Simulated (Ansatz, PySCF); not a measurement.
This PySCF input computes a PBE0/def2-TZVPD energy:

```python
from pyscf import gto, scf, dft

mol = gto.M(
    atom='''
    O    -0.01015087    1.07558797   -0.21689088
    O     0.00927284    0.00110539    0.42846783
    O     0.00087803   -1.07669336   -0.21157695
    ''',
    basis='def2-tzvpd',
    charge=0,
    spin=0,
    verbose=4,
)

mf = dft.RKS(mol, xc='pbe0').density_fit(auxbasis='def2-universal-jkfit')
mf.grids.level = 3
mf.conv_tol = 1e-9
mf.max_cycle = 100
mf.max_memory = 1500
mf.kernel()
if not mf.converged:
    mf = mf.newton()
    mf.kernel(mf.make_rdm1())
mf.analyze()
```

Q: Write an input for the same energy in Ansatz (a first-principles code) and say what it gives.

A: 
Ansatz 0.2 input:
```yaml
crystal:
  periodic: [false, false, false]
  atoms:
    - {symbol: O, position_ang: [-0.01015087, 1.07558797, -0.21689088]}
    - {symbol: O, position_ang: [0.00927284, 0.00110539, 0.42846783]}
    - {symbol: O, position_ang: [0.00087803, -1.07669336, -0.21157695]}
basis:
  gaussian:
    orbitals: def2-TZVPD
hamiltonian:
  xc: {name: PBE0}
output: {forces: true}
```
It gives -225.28002 Eh, and PySCF -225.28003 Eh, a difference of 0.01 mEh.
